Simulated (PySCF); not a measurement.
**RPA@PBE/STO-3G run of ClH2OSi (SMILES O[SiH]Cl)**

What is the vertical doublet–quartet gap of ClH2OSi at RPA@PBE/STO-3G? Input form: a Python script.

The calculation is run with PySCF 2.14.0.

### 1 The structure to begin with

The species is ClH2OSi (5 atoms), typed as a doublet with charge 0. As SMILES, `O[SiH]Cl`. Geometry: relaxed at PBE0-D4/def2-TZVP.

Bond lengths: O1–Si2 1.639 Å, Si2–Cl3 2.065 Å, O1–H4 0.959 Å, Si2–H5 1.488 Å. Angles: O1–Si2–Cl3 111.1°, O1–Si2–H5 105.3°, Cl3–Si2–H5 108.3°, Si2–O1–H4 118.3°.

### 2 The energy at RPA@PBE/STO-3G

run.py reads:

```python
from pyscf import gto, dft
from pyscf.gw.urpa import URPA

system = gto.M(
    atom='''
O     -1.523308    -0.816362    -1.410681
Si    -0.174422     0.906691     0.782347
Cl     3.036034    -0.832991     2.161091
H     -1.935269    -2.538280    -1.020452
H      0.597153     3.281131    -0.512305
''',
    basis='sto-3g',
    unit='bohr',
    verbose=3,
    charge=0,
    max_memory=1860,
    spin=1,
)

calc0 = dft.UKS(system, xc='pbe')
calc0.conv_tol = 1e-10
calc0.grids.level = 5
calc0.kernel()
if not calc0.converged:
    calc0 = calc0.newton().run(calc0.mo_coeff, calc0.mo_occ)

rpa = URPA(calc0, frozen=11)
rpa.kernel()
e_exx = calc0.to_hf().energy_tot(calc0.make_rdm1())
e_tot = e_exx + rpa.e_corr
print('E = %.10f Eh' % e_tot)
```

Launch:

```sh
$ OMP_NUM_THREADS=1 python run.py
```

The log of the run:

```text
converged SCF energy = -816.24975236723  <S^2> = 0.75057171  2S+1 = 2.0005716
E(URPA) = -815.019702840336  E_corr = -0.173287555496383  E_hf = -814.84641528484
E = -815.3521066596 Eh
```

It took 6.6 s on 1 thread of Arm Neoverse V1, shared host; peak memory 0.23 GiB.

### 3 The quartet, same level

run.py reads:

```python
from pyscf import gto, dft
from pyscf.gw.urpa import URPA

mol = gto.Mole()
mol.atom = '''
O     -1.523308    -0.816362    -1.410681
Si    -0.174422     0.906691     0.782347
Cl     3.036034    -0.832991     2.161091
H     -1.935269    -2.538280    -1.020452
H      0.597153     3.281131    -0.512305
'''
mol.charge = 0
mol.verbose = 4
mol.max_memory = 1860
mol.basis = 'sto-3g'
mol.unit = 'bohr'
mol.spin = 3
mol.build()

myscf = dft.UKS(mol, xc='pbe')
myscf.grids.level = 5
myscf.conv_tol = 1e-10
myscf.kernel()
if not myscf.converged:
    myscf = myscf.newton().run(myscf.mo_coeff, myscf.mo_occ)

rpa = URPA(myscf, frozen=11)
rpa.kernel()
e_exx = myscf.to_hf().energy_tot(myscf.make_rdm1())
etot = e_exx + rpa.e_corr
print('Final energy', etot)
```

Launch:

```sh
$ OMP_NUM_THREADS=1 python run.py
```

The log of the run:

```text
PySCF version 2.14.0

[INPUT] num. atoms = 5
[INPUT] num. electrons = 41
[INPUT] charge = 0
[INPUT] spin (= nelec alpha-beta = 2S) = 3
[INPUT] symmetry False subgroup None
[INPUT] Mole.unit = bohr
[INPUT] Symbol           X                Y                Z      unit          X                Y                Z       unit  Magmom
[INPUT]  1 O     -0.806099878812  -0.432000166261  -0.746500237078 AA   -1.523308000000  -0.816362000000  -1.410681000000 Bohr   0.0
[INPUT]  2 Si    -0.092300147483   0.479800214546   0.414000203432 AA   -0.174422000000   0.906691000000   0.782347000000 Bohr   0.0
[INPUT]  3 Cl     1.606600004378  -0.440799854101   1.143600107924 AA    3.036034000000  -0.832991000000   2.161091000000 Bohr   0.0
[INPUT]  4 H     -1.024100251800  -1.343199930934  -0.539999943238 AA   -1.935269000000  -2.538280000000  -1.020452000000 Bohr   0.0
[INPUT]  5 H      0.315999759033   1.736299751243  -0.271100131040 AA    0.597153000000   3.281131000000  -0.512305000000 Bohr   0.0

nuclear repulsion = 141.009372431396
number of shells = 15
number of NR pGTOs = 75
number of NR cGTOs = 25
basis = sto-3g
ecp = {}

[... 37 lines left out ...]
[... the frontier-level lines of each cycle are left out ...]
[... 11 lines left out ...]
[... 6 lines left out ...]
[... 10 lines left out ...]
[... 7 lines left out ...]
[... 11 lines left out ...]
[... 11 lines left out ...]
[... 11 lines left out ...]
[... 5 lines left out ...]

cycle= 14 E= -815.913145541959  delta_E= -3.04e-07  |g|= 5.22e-05  |ddm|= 0.0019


cycle= 15 E= -815.913145545418  delta_E= -3.46e-09  |g|= 9.83e-06  |ddm|= 0.000561


cycle= 16 E= -815.913145545549  delta_E= -1.31e-10  |g|= 3.59e-06  |ddm|= 0.000128


cycle= 17 E= -815.913145545559  delta_E= -9.55e-12  |g|= 1.78e-06  |ddm|= 2.21e-05


Extra cycle  E= -815.913145544763  delta_E= 7.96e-10  |g|= 2.68e-05  |ddm|= 0.000111
converged SCF energy = -815.913145544763  <S^2> = 3.7506657  2S+1 = 4.0003328

******** <class 'pyscf.gw.urpa.URPA'> ********
nocc = (np.int64(11), np.int64(8)), nmo = (14, 14)
frozen orbitals 11
mem_avail = 1719.91  mem_blk = 0.01  auxlen = 200

******** <class 'pyscf.df.df.DF'> ********
auxbasis = auxmol.basis = {'Cl': 'def2-svp-ri', 'Si': 'def2-svp-ri', 'H': 'def2-svp-ri', 'O': 'def2-svp-ri'}
Lowest orbital energy difference: ( 1.8653e-02,  4.0957e-03)
E(URPA) = -814.687917923584  E_corr = -0.221704535100642  E_hf = -814.466213388483
Final energy -815.0225810211133
```

Wall time 9.6 s (1 thread of Arm Neoverse V1, shared host); peak memory 0.23 GiB.

### 4 Outcome

At RPA@PBE/STO-3G, 11 core orbitals frozen:

| quantity | value |
| --- | --- |
| doublet: total energy | -815.35211 Eh |
| doublet: dipole moment (PBE Kohn–Sham density) | 2.60 D |
| doublet: HOMO energy (PBE Kohn–Sham orbitals) (highest over α and β) | -1.74 eV |
| doublet: LUMO energy (PBE Kohn–Sham orbitals) (lowest over α and β) | -0.39 eV |
| doublet: RPA correlation energy (valence) | -173.3 mEh |
| doublet: ⟨S²⟩ | 0.751 |
| quartet: total energy | -815.02258 Eh |
| quartet: dipole moment (PBE Kohn–Sham density) | 3.03 D |
| quartet: RPA correlation energy (valence) | -221.7 mEh |
| quartet: ⟨S²⟩ | 3.751 |
| vertical energy of the quartet above the doublet | 8.967 eV |

In words: At this shape the quartet lies 8.97 eV (207 kcal/mol) above the doublet. Mulliken charges (doublet) of the mean-field density run from -0.36 on O1 to +0.59 on Si2; they depend strongly on the basis. Mulliken charges (quartet) of the mean-field density run from -0.21 on O1 to +0.32 on Si2.
